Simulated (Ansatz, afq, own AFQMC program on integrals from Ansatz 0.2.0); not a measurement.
## NO, quartet in 6-31G, levels against full CI

```
atom   x (Å)   y (Å)   z (Å)
   N  0.0000  0.0000  0.0000
   O  0.0000  0.0000  2.2770
```

Basis 6-31G. Noble-gas cores (and the filled d shells of Ga–Kr and In–Xe) are frozen. Integrals, coupled cluster, full CI and functionals: Ansatz 0.2.0; the random walks run on the same integrals in our own AFQMC program. ph-AFQMC/CISD is guided by a CISD state made of CCSD amplitudes; releasing the constraint for a short imaginary time cuts its bias at the price of noise, slowly where states lie close. Error bars are statistical, one sigma.

Determinant: ROHF, the one that the program's search chose, which needn't be the lowest solution. The geometry is a point of a scan.

Full CI on the same integrals is exact in this basis and with this determinant's frozen core.

Cautions: lower spins were not checked; a spin-contaminated unrestricted determinant lies lower (UHF 3.64 eV lower, ⟨S²⟩ 4.69); the search met a lower determinant of the same kind, perhaps of another symmetry (1.44 eV lower); strong correlation (T1 0.075, weight of the determinant 0.55, largest double 0.46); (T) is large, 10 % of the CCSD correlation; CCSD(T) is in doubt: in a space of 11 electrons in 9 natural orbitals full CI lies 119 meV above it; the CCSDT(Q) amplitudes may be one of several solutions (largest double 0.54); the CCSDTQ amplitudes may be one of several solutions (largest double 0.54); the released energies are still falling, so no released level is given (meV from the phaseless value at times in 1/Eh: -19 ± 7 at 0.24, -37 ± 5 at 0.51, -52 ± 5 at 0.99, -70 ± 15 at 1.62, -86 ± 12 at 2.40); the ph-AFQMC/CISD walk drifts between its halves (2.1 errors).

The T1 diagnostic is 0.0746, the weight of the determinant in the CISD state is 0.548 and the size of the correlated space is 11 electrons in 16 orbitals.

```tsv
level	correlation energy (eV)
MP2	-5.2235
CCSD	-6.8467
CCSD(T)	-7.5421
```

(1) Estimate where full CI lies against CCSD(T) on the same integrals.

(1) 4.64 mEh above CCSD(T).

Reference: full CI, correlation energy -7.416 eV. The cautions show a poor starting determinant, so the rows tell how each method copes with it here, and full CI is the sure value.

| level | E − E(reference) (mEh) | share of correlation (%) |
| --- | --- | --- |
| CCSD(T) | -4.64 | 101.70 |
| CCSDT | 1.12 | 99.59 |
| CCSDT(Q) | -1.41 | 100.52 |
| CCSDTQ | 0.05 | 99.98 |
| ph-AFQMC/CISD | 7.27 ± 0.19 | 97.33 |

CCSDT and higher add their correlation energy to the determinant of the CCSD(T) run, since their own runs factorise the integrals more tightly (a shift of under 2 meV). A walk keeps the symmetry of its determinant, which the program's search chose and which needn't be the lowest solution, so a lower state of the same spin and another symmetry isn't excluded.
